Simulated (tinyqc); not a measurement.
Inside a calculation. Method: extended Hueckel theory, for NH3. One step of it, computed by the program tinyqc.

Problem. Mulliken analysis. P = C n C^T; charge = valence electrons (N 5, H 1) minus the sum of (P S)_ii on the atom; overlap population = 2 sum P_ij S_ij between two atoms.

coefficients, order 1N 2s, 1N 2px, 1N 2py, 1N 2pz, 2H 1s, 3H 1s, 4H 1s:
$$\begin{pmatrix}
0.755347 & 0.000085 & 0.000000 & 0.082312 & 0.001208 & 0.000000 & 1.244703 \\
0.000027 & 0.620469 & 0.000000 & -0.000030 & 1.061383 & 0.000000 & -0.001665 \\
0.000000 & 0.000000 & 0.620566 & 0.000000 & 0.000000 & 1.061396 & 0.000000 \\
0.009894 & 0.000029 & 0.000000 & 0.991108 & -0.000201 & 0.000000 & -0.206766 \\
0.154430 & 0.447176 & 0.000000 & -0.033867 & -0.999565 & 0.000000 & -0.719248 \\
0.154523 & -0.223512 & 0.387185 & -0.033841 & 0.498541 & -0.865155 & -0.721561 \\
0.154523 & -0.223512 & -0.387185 & -0.033841 & 0.498541 & 0.865155 & -0.721561
\end{pmatrix}$$

occupations: [2.000000, 2.000000, 2.000000, 2.000000, 0.000000, 0.000000, 0.000000]

overlap S, order 1N 2s, 1N 2px, 1N 2py, 1N 2pz, 2H 1s, 3H 1s, 4H 1s:
$$\begin{pmatrix}
1.000000 & 0.000000 & 0.000000 & 0.000000 & 0.479278 & 0.479540 & 0.479540 \\
0.000000 & 1.000000 & 0.000000 & 0.000000 & 0.435621 & -0.217977 & -0.217977 \\
0.000000 & 0.000000 & 1.000000 & 0.000000 & 0.000000 & 0.377334 & -0.377334 \\
0.000000 & 0.000000 & 0.000000 & 1.000000 & -0.071591 & -0.071646 & -0.071646 \\
0.479278 & 0.435621 & 0.000000 & -0.071591 & 1.000000 & 0.158507 & 0.158507 \\
0.479540 & -0.217977 & 0.377334 & -0.071646 & 0.158507 & 1.000000 & 0.158696 \\
0.479540 & -0.217977 & -0.377334 & -0.071646 & 0.158507 & 0.158696 & 1.000000
\end{pmatrix}$$

Give: charges; Overlap populations.

Solution.

charges: 1N -0.726, 2H 0.242, 3H 0.242, 4H 0.242

Overlap populations:
```
pair      value
2-1    0.711004
3-1    0.711248
3-2   -0.047514
4-1    0.711248
4-2   -0.047514
4-3   -0.047566
```
